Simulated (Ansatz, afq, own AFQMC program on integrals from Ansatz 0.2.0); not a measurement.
# Ta, quartet in def2-TZVP, levels against full CI

A free Ta atom.

Basis def2-TZVP with its core potentials. Noble-gas cores (and the filled d shells of Ga–Kr and In–Xe) are frozen. Integrals, coupled cluster, full CI and functionals: Ansatz 0.2.0; the random walks run on the same integrals in our own AFQMC program. The CISD trial takes its coefficients from CCSD amplitudes. Released means that phaseless walkers are propagated on without the constraint, phases kept. Uncertainties: one standard error, sampling alone. No spin–orbit coupling. The metal's outer-core s and p shells are frozen, which shifts wave-function levels against functionals.

Determinant: UHF, the one that the program's search chose, which needn't be the lowest solution.

Full CI on the same integrals is exact in this basis and with this determinant's frozen core.

Cautions: no spin-orbit coupling; outer-core shells of the metal frozen; the released energies are still falling, so no released level is given (meV from the phaseless value at times in 1/Eh: -4.9 ± 1.6 at 0.24, -8.3 ± 2.1 at 0.50, -13.0 ± 1.7 at 1.00, -16.0 ± 2.5 at 1.50); the ph-AFQMC/CISD walk drifts between its halves (2.8 errors).

- T1 diagnostic: 0.0219
- weight of the determinant in the CISD state: 0.905
- ⟨S²⟩ of the determinant: 3.776
- size of the correlated space: 5 electrons in 36 orbitals

| level | correlation energy (eV) |
| --- | --- |
| MP2 | -1.5666 |
| CCSD | -1.9807 |
| CCSD(T) | -2.0704 |

Problem. Estimate where full CI lies against CCSD(T) on the same integrals.

Solution. 47.6 meV below CCSD(T).

Reference: full CI, correlation energy -2.118 eV.

| level | E − E(reference) (meV) | share of correlation (%) |
| --- | --- | --- |
| CCSD(T) | 47.6 | 97.75 |
| CCSDT | 7.0 | 99.67 |
| CCSDT(Q) | 1.8 | 99.92 |
| CCSDTQ | 0.1 | 99.99 |
| ph-AFQMC/HF | 177.6 ± 11.3 | 91.61 |
| ph-AFQMC/CISD | 41.2 ± 1.5 | 98.06 |

CCSDT and higher add their correlation energy to the determinant of the CCSD(T) run, since their own runs factorise the integrals more tightly (a shift of under 2 meV).
